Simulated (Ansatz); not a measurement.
Consider the formal loss of a carbene: `CCSSCC` → `CCSSC` + `[CH2]` (triplet).

Computed with Ansatz on PBE0-D4/def2-TZVP structures; ΔE is electronic, products minus reactants. CCSD(T)/CBS is the MP2 limit (def2-TZVPP, def2-QZVPP) plus CCSD(T) − MP2 in def2-TZVPP, frozen cores. This one scheme is used for every species. DFT in def2-TZVPP. Triplets are unrestricted, without spin–orbit coupling. Each species was taken in one conformer, which may not be the lowest.

`CCSSCC`:

Cartesian coordinates in Å:
```
C -0.586 1.580 -2.264
C -0.964 0.270 -1.612
S 0.455 -0.770 -1.162
S 1.408 0.313 0.265
C 0.569 -0.173 1.802
C 0.764 -1.624 2.178
H -1.482 2.158 -2.509
H 0.029 2.179 -1.590
H -0.021 1.411 -3.182
H -1.578 0.423 -0.721
H -1.538 -0.367 -2.294
H -0.489 0.085 1.716
H 1.005 0.498 2.550
H 1.822 -1.854 2.315
H 0.236 -1.852 3.109
H 0.371 -2.278 1.397
```

`CCSSC`:

```xyz
13

C     1.944   -0.685    0.309
C     0.628   -0.563    1.043
S    -0.060    1.117    1.058
S    -0.468    1.491   -0.893
C    -2.124    0.805   -1.105
H     1.827   -0.394   -0.737
H     2.704   -0.043    0.758
H     2.303   -1.718    0.335
H     0.740   -0.798    2.107
H    -0.125   -1.244    0.640
H    -2.421    1.032   -2.132
H    -2.823    1.274   -0.414
H    -2.125   -0.276   -0.968
```

`[CH2]` (triplet):

```xyz
3

C    -0.004    0.147    0.233
H     0.024   -0.916    0.415
H    -0.020    0.769   -0.648
```

```
          species  r2SCANh-D4 energy (Eh)
         `CCSSCC`              -954.76889
          `CCSSC`              -915.46446
`[CH2]` (triplet)               -39.14591
```

(1) Work out ΔE.

Largest T1 diagnostic among the species: 0.011.

Answers

(1) ΔE = (-915.46446) + (-39.14591) − (-954.76889) = 0.15852 Eh = +99.5 kcal/mol. CCSD(T)/CBS gives +105.6 kcal/mol.

From r2SCAN to r2SCAN0 (25 % exact exchange), in def2-TZVPP and without D4, ΔE moves by −1.0 kcal/mol. In def2-TZVPP, CCSD(T) changes the Hartree–Fock value by +33.7 kcal/mol (the triples alone add +2.9 kcal/mol) and MP2 by +37.1 kcal/mol. At CCSD(T), def2-SVP lies −3.1 kcal/mol from the extrapolated value and def2-TZVPP −2.7 kcal/mol.
